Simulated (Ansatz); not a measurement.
Al2H⁻. Charge -1, multiplicity 5. Geometry PBE-D4/def2-TZVPD; atoms count from 1.

```xyz
3

Al    0.671   -0.236   -0.002
Al   -0.653    1.836   -0.616
H    -0.018   -1.600    0.618
```

The highest occupied level of the charge -1 quintet lies above zero (up to 0.74 eV). It is a level of α spin, whose loss leaves a quartet; that state wasn't run at this geometry and level. The electron is either unbound and held by the finite basis, or the level is raised by self-interaction error. At PBE0-D4/def2-TZVPD a triplet of charge -1 lies 1.38 eV below the quintet, each at its own geometry. The structure comes from a short search, and lower isomers may exist.

Q: Estimate the Mulliken populations from the PBE0/def2-TZVPD orbitals of Ansatz.

A: 
| atom | charge (e) | spin (α − β) |
| --- | --- | --- |
| Al1 | -0.42 | 1.80 |
| Al2 | -0.48 | 2.04 |
| H3 | -0.10 | 0.16 |
Mulliken values and Mayer orders depend strongly on the basis. With diffuse functions, as here, like atoms can get unlike values, and bond orders can come out too low or too high.

Q: Where does the spin sit?

A: Summed by element: Al 3.84, H 0.16, of 4 unpaired in all. Largest on single atoms: Al2 2.04, Al1 1.80, H3 0.16.

Q: And the Mayer bond orders between bonded heavy atoms (over 0.3)?

A: Al1–Al2 1.62 (2.53 Å).
